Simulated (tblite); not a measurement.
C4H5NO.
Structure used (GFN2-xTB), in Å, numbered top down from 1:
```
atom  x, y, z in Å
N1     2.184    0.270   -0.797
C2     1.357    0.051    0.298
C3     0.128   -0.380    0.262
C4    -1.117   -0.787    0.241
C5    -2.242    0.145    0.280
O6    -3.404   -0.172    0.237
H7     2.870    0.998   -0.671
H8     1.700    0.329   -1.681
H9     1.841    0.178    1.259
H10   -1.374   -1.839    0.194
H11   -1.938    1.209    0.351
```

All values are computed: GFN2-xTB (tblite) harmonic vibrations without scaling, gas phase. This tight-binding method is rough: wavenumbers can miss measured ones by several per cent, in bad cases by 10 to 20. One conformer, not necessarily the lowest.

Harmonic wavenumbers (cm⁻¹): 84.4, 110.5, 204.3, 259.8, 351.7, 392.7, 490.7, 590.8, 686.8, 746.1, 877.7, 919.8, 982.0, 1082.2, 1122.9, 1199.0, 1240.3, 1365.3, 1437.9, 1512.2, 1739.6, 2043.4, 2746.3, 3020.7, 3024.0, 3437.9, 3489.4.

A = 19053, B = 1387, C = 1359 MHz; mass 83.037 u (most abundant isotopes); point group C1, symmetry number 1.

What is the zero-point energy?

½Σν̃ = 17579 cm⁻¹ = 210.30 kJ/mol.

What is S at 400 K and 1 bar for an ideal gas of classical rigid rotors and harmonic oscillators?

Translation 170.08, rotation 114.94, vibration 88.23: S = 373.2 J/(mol K).

And Cp and H(400 K) − H(0)?

Cp = 126.56 J/(mol K), of which vibrations give 93.31 (their classical limit is 27 R = 224.5); H(400 K) − H(0) = 32.35 kJ/mol without the zero-point energy, 19.04 from vibrations.

Which modes carry the vibrational entropy at 400 K?

84.4 cm⁻¹: 18.26; 110.5 cm⁻¹: 16.04; 204.3 cm⁻¹: 11.06; 259.8 cm⁻¹: 9.17; 351.7 cm⁻¹: 6.89; 392.7 cm⁻¹: 6.10 J/(mol K); the other 21 give 20.70 together.

What must be added to the electronic energy to get the Gibbs energy at 400 K and 1 bar?

ZPE + [H(400 K) − H(0)] − T·S = 210.30 + 32.35 − 149.30 = 93.35 kJ/mol.

How do the functions run with temperature in this model?

```csv
T (K),S (J/(mol K)),Cp (J/(mol K)),H − H(0) (kJ/mol),G − H(0) (kJ/mol),ln q(vib)
50,220.3,43.4,1.83,-9.19,0.14
100,254.8,57.4,4.35,-21.12,0.67
298.15,339.3,104.9,20.53,-80.64,3.42
373.15,364.6,121.2,29.02,-107.05,4.50
500,403.5,144.5,45.93,-155.81,6.31
750,468.7,177.0,86.42,-265.11,9.72
1000,522.7,198.2,133.49,-389.24,12.87
```

q(vib) and H(0) count from the zero-point level.

Blend soft modes into free rotors: weight 1/[1 + (100 cm⁻¹/ν̃)⁴] for the oscillator and the rest for a rotor with moment μB/(μ + B), μ = h/(8π²ν), B = 10⁻⁴⁴ kg m². What vibrational entropy results?

83.97 J/(mol K) in place of 88.23, which changes −T·S at 400 K by +1.70 kJ/mol.

Hindered rotation and anharmonicity are outside this model. Other conformers, if any are populated, would add a mixing term that is left out. The structure is chiral; the term R ln 2 for an equal mix with its mirror image is left out.
